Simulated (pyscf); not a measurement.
**Four-centre exchange: H₃Si–CH₂–SiH₃ + HF → F–SiH₃ + H₃C–SiH₃**

Gas phase, singlet surface, charge 0. Bonds broken: Si1–C2, F12–H13. Bonds formed: Si1–F12, C2–H13. Single points on ωB97X-D3(BJ)/def2-SVP structures (PySCF, gas phase).

Transition state (Å):

```xyz
13

Si    -0.3519    -0.5016    -0.9104
C      0.0113     0.4245     0.9887
Si    -1.6077     1.3932     1.1916
H     -1.7074    -0.8357    -0.3309
H      0.1938    -1.8636    -1.1492
H     -0.7371     0.3531    -2.0615
H      0.0077    -0.4686     1.6336
H      0.8054     1.0843     1.3959
H     -2.0431     1.9699    -0.1111
H     -2.6625     0.4914     1.7247
H     -1.3887     2.5108     2.1564
F      1.4367     0.1854    -1.0442
H      0.9210     0.3986     0.0495
```

One imaginary mode, 1015i cm⁻¹; descent along it reached the two sides named.

| bond | change | reactant side (Å) | saddle | product side |
|---|---|---|---|---|
| Si1–C2 | breaks | 1.872 | 2.144 | 4.2 |
| F12–H13 | breaks | 0.927 | 1.228 | 2.463 |
| Si1–F12 | forms | 3.1 | 1.921 | 1.636 |
| C2–H13 | forms | 3.2 | 1.308 | 1.100 |

Electronic energies relative to the separated reactants (kJ/mol):

```json
[
 {"level": "ωB97X-D3(BJ)/def2-TZVP", "barrier": "150.4", "reaction energy": "-120.9", "reverse barrier": "271.3"},
 {"level": "PBE/def2-TZVP", "barrier": "125.6", "reaction energy": "-126.3", "reverse barrier": "251.9"},
 {"level": "r²SCAN/def2-TZVP", "barrier": "133.0", "reaction energy": "-133.3", "reverse barrier": "266.3"},
 {"level": "B3LYP-D3(BJ)/def2-TZVP", "barrier": "150.4", "reaction energy": "-132.8", "reverse barrier": "283.2"},
 {"level": "PBE0-D3(BJ)/def2-TZVP", "barrier": "140.3", "reaction energy": "-119.0", "reverse barrier": "259.3"},
 {"level": "M06-2X/def2-TZVP", "barrier": "150.5", "reaction energy": "-133.3", "reverse barrier": "283.8"},
 {"level": "ωB97M-D3(BJ)/def2-TZVP", "barrier": "147.2", "reaction energy": "-129.6", "reverse barrier": "276.8"},
 {"level": "HF/def2-TZVP", "barrier": "238.4", "reaction energy": "-154.2", "reverse barrier": "392.6"}
]
```

With ωB97M-D3(BJ)/def2-TZVP energies and thermal terms (ideal gas, 1 atm, RRHO with modes under 100 cm⁻¹ raised to 100, one conformer, R ln 2 for chiral ones without a mode under 150 cm⁻¹), in kJ/mol:

```csv
T (K),ΔH‡,ΔG‡,ΔH,ΔG
298,142.0,185.3,-126.8,-128.6
600,140.4,229.9,-130.9,-128.8
900,141.2,274.6,-133.7,-127.0
1200,142.9,318.8,-135.7,-124.5
```

This is the saddle that the search found; another between the same sides may lie lower.
